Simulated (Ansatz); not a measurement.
Ansatz (an electronic-structure program) input (CCSD(T)/def2-QZVPPD):
A basis named .json is the Basis Set Exchange file of that set.

Ansatz 0.2 input:
```yaml
crystal:
  periodic: [false, false, false]
  atoms:
    - {symbol: C, position_ang: [-0.00000000, -0.00000000, -0.48944061]}
    - {symbol: C, position_ang: [0.00000000, 0.00000000, 0.74906153]}
    - {symbol: H, position_ang: [-0.00000000, -0.00000000, -1.55772552]}
basis:
  gaussian:
    orbitals: def2-QZVPPD.json
total_charge: -1
magnetization: {spin_polarized: false}
correlation: {method: ccsd_t, electrons: outside_noble_gas}
```

End of the output:

```
integrals: 0.42 GiB planned
934 factors; integrals over basis functions are off by at most 1.3e-3 eV
mean field: 0.37 GiB planned
mean field evaluation 1: about -2073.5409 eV, gradient 1.5e1 eV
mean field evaluation 2: about -2073.5416 eV, gradient 1.5e1 eV
mean field evaluation 4: about -2074.4978 eV, gradient 3.5e0 eV
mean field evaluation 8: about -2074.5446 eV, gradient 1.7e-1 eV
mean field evaluation 16: about -2074.5423 eV, gradient 4.8e-1 eV
mean field -2074.54478621 eV, -76.2381147162 hartree, gradient 2.0e-6 eV, S^2 0.000000; 0 other end points of the search recorded, 0 dependent functions left out
2 core orbitals not correlated
reference -2074.54478621 eV, -76.2381147162 hartree; 5, 5 occupied and 152, 152 virtual orbitals, 934 factors
second order -9.06191292 eV of doubles, -0.00000000 eV of singles
coupled cluster: 1.01 GiB planned
cycle   1  -8.82195002 eV  change    2.4e-1 eV  update   8.5e-2
cycle   2  -9.11944308 eV  change   -3.0e-1 eV  update   2.7e-2
cycle   3  -9.18244200 eV  change   -6.3e-2 eV  update   1.4e-2
cycle   4  -9.17967328 eV  change    2.8e-3 eV  update   4.3e-3
cycle   5  -9.18044460 eV  change   -7.7e-4 eV  update   2.2e-3
cycle   6  -9.18069115 eV  change   -2.5e-4 eV  update   7.0e-4
cycle   7  -9.18037883 eV  change    3.1e-4 eV  update   3.3e-4
cycle   8  -9.18026172 eV  change    1.2e-4 eV  update   1.2e-4
cycle   9  -9.18028622 eV  change   -2.5e-5 eV  update   4.5e-5
cycle  10  -9.18026220 eV  change    2.4e-5 eV  update   1.5e-5
cycle  11  -9.18026479 eV  change   -2.6e-6 eV  update   5.7e-6
perturbative correction -0.55766274 eV, -0.0204937277 hartree
Total energy: -2084.28271374 eV, -76.5959769522 hartree
```

It need not be the lowest isomer of its formula. Whether it binds its extra electron was not tested at this geometry.
